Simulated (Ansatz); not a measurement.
in.yaml

```yaml
crystal:
  periodic: [false, false, false]
  atoms:
    - {symbol: As, position_ang: [0.000000, 0.000000, 0.000000]}
    - {symbol: As, position_ang: [0.000000, 0.000000, 2.438000]}
basis:
  gaussian: {orbitals: cc-pVTZ}
total_charge: 1
magnetization: {spin_polarized: false, initial_magnetization: 5}
correlation: {active_space: {ras: {orbitals: [2, 5, 51], electrons: 9, max_holes: 2, max_particles: 2}, fixed_orbitals: true}}
```

```sh
$ ansatz run in.yaml --threads 1 --pin off --events-out ev --progress --plain --max-ram 2393MiB
```

The program prints:

```
574 factors; integrals over basis functions are off by at most 7.8e-4 eV
mean field evaluation 1: about -121584.2864 eV, gradient 7.2e0 eV
mean field evaluation 2: about -121584.3207 eV, gradient 7.2e0 eV
mean field evaluation 4: about -121584.7289 eV, gradient 4.0e-1 eV
mean field evaluation 8: about -121584.7308 eV, gradient 1.2e-4 eV
mean field -121584.73082112 eV, -4468.1564445856 hartree, gradient 6.1e-6 eV, S^2 8.750000; 0 other end points of the search recorded, 0 dependent functions left out
reference -121584.73082112 eV, -4468.1564445856 hartree; 35, 30 occupied and 51, 56 virtual orbitals, 574 factors
state -121589.30235110 eV, -4468.3244452136 hartree
Total energy: -121589.30235110 eV, -4468.3244452136 hartree
```

Natural occupations: 1.9595 1.9410 0.9945 0.9936 0.9936 0.9878 0.9878 0.0289 0.0128 0.0128 0.0099 0.0099 0.0093 0.0087 0.0087 0.0048 0.0048 0.0039 0.0033 0.0028 0.0028 0.0022 0.0022 0.0021.

Ran on 1 thread of Arm Neoverse V2, shared host: 12 s wall, 0.15 GiB peak host memory.
